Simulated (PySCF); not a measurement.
Z-matrix (Å, degrees):
```
S
H 1 1.3472
```
Charge 0, spin multiplicity 2.

Problem. What total energy, highest occupied spin orbital and dipole moment does PBE-D3(BJ)/def2-TZVP // B3LYP-D3(BJ)/def2-TZVP in PySCF give?

Solution. 
```
Property                              Value
-----------------------------  ------------
total energy                   -398.5778 Ha
highest occupied spin orbital      -6.12 eV
dipole moment                     0.181 e·Å
```
